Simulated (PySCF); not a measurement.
## Argon: a sound run and one with changed settings

Sound run: Ar [Ar], Ar⁺ [Ne] 3s2 3p5. All numbers are calculated (PySCF 2.14, scalar relativity by spin-free X2C-1e, in cc-pVTZ-DK (5s4p2d1f, 34 functions)). In the sound run the correlated levels freeze [Ne]. The sound run starts from symmetry-adapted Hartree-Fock orbitals and uses a fine grid where one is needed.

Changed run: no relativity, point nucleus. This setting is unsound on purpose.

| species | method | sound run (hartree) | changed run (hartree) | converged |
| --- | --- | --- | --- | --- |
| Ar | UHF | -528.62142 | -526.26912 | yes |
| Ar | LDA | -527.73192 | -525.38314 | yes |
| Ar | BP86 | -529.41721 | -527.06710 | yes |
| Ar | MP2 | -528.82753 | -526.47507 | yes |
| Ar | CCSD(T) | -528.85147 | -526.49908 | yes |
| Ar⁺ | UHF | -528.08649 | -525.73301 | yes |
| Ar⁺ | LDA | -527.14469 | -524.79476 | yes |
| Ar⁺ | BP86 | -528.83667 | -526.48541 | yes |
| Ar⁺ | MP2 | -528.25189 | -525.89838 | yes |
| Ar⁺ | CCSD(T) | -528.28081 | -525.92742 | yes |

Ionisation energy of Ar:

| method | sound run (eV) | changed run (eV) |
| --- | --- | --- |
| UHF | 14.556 | 14.588 |
| LDA | 15.979 | 16.011 |
| BP86 | 15.797 | 15.829 |
| MP2 | 15.664 | 15.693 |
| SCS-MP2 | 15.561 | 15.590 |
| CCSD | 15.488 | 15.516 |
| CCSD(T) | 15.528 | 15.556 |

Most of the change in total energy is the relativistic energy itself. On top of that the contraction fixes the core shape for the Hamiltonian it was made with, so the changed run is not a good calculation with the other Hamiltonian either.

For comparison, NIST gives 15.760 eV between the lowest levels.
